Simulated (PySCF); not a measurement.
## What the settings do

Molecule: SMILES Cn1ccnc1, C4H6N2; geometry GFN2-xTB.

Geometry (Å), atoms numbered from 1 in this order:
```xyz
12

C    -1.651   -0.221    0.152
N    -0.250    0.046    0.007
C     0.752   -0.883   -0.038
C     1.915   -0.180   -0.159
N     1.650    1.151   -0.188
C     0.355    1.254   -0.086
H    -1.867   -0.616    1.149
H    -1.978   -0.953   -0.589
H    -2.210    0.702    0.010
H     0.553   -1.934    0.017
H     2.920   -0.545   -0.226
H    -0.188    2.178   -0.077
```

All runs: PySCF, non-relativistic, gas phase unless a solvent (IEF-PCM) is named; grid level 2, GIAOs and SCF threshold 1e-9 unless changed. The yardstick, PBE0/pcSseg-1, gives these isotropic shieldings σ (ppm, equivalent atoms averaged): C6 46.6, C4 49.8, C3 64.3, C1 153.3, H11 24.42, H12 24.57, H7/H8/H9 27.95.

**Question.** What do these inputs give? (1) solvent dimethylsulfoxide; OLYP/pcSseg-1; (2) PBE0/LANL2DZ; conv 0.01; max_cycle 58; (3) PBE0/pcJ-1; conv 0.001; max_cycle 70; charge 4; altered: charge 4

**Answer.** 
| run | outcome | functions | wall time | C6 | C4 | C3 | C1 | H11 | H12 | H7/H8/H9 |
| --- | --- | --- | --- | --- | --- | --- | --- | --- | --- | --- |
| 1 | converged | 132 | 27 s | 50.1 | 56.4 | 64.4 | 149.7 | 24.65 | 24.46 | 27.76 |
| 2 | converged | 66 | 17 s | 61.5 | 66.5 | 75.4 | 157.2 | 25.27 | 25.77 | 29.32 |
| 3 | converged | 222 | 61 s | -45.6 | -123.9 | -90.6 | -530.1 | 18.26 | 20.55 | 19.62 |

Times are on shared hosts with different chips, so compare them loosely.

**Question.** Comment on the technical settings and failures.

**Answer.** 
- Run 2: The orbital basis differs from the yardstick's, which in itself moves the values. A loose SCF threshold (0.01) leaves errors in the orbitals that response properties inherit. The cycle limit changes the path of the SCF (4 cycles), not the solution, provided the same state is reached.
- Run 3: The orbital basis differs from the yardstick's, which in itself moves the values. Charge 4 and multiplicity 1 describe another species than the intended molecule, on its geometry. A loose SCF threshold (0.001) leaves errors in the orbitals that response properties inherit. The cycle limit changes the path of the SCF (9 cycles), not the solution, provided the same state is reached.

Runs 2, 3 were set up unsoundly or failed; their numbers aren't to be quoted as properties of the molecule.
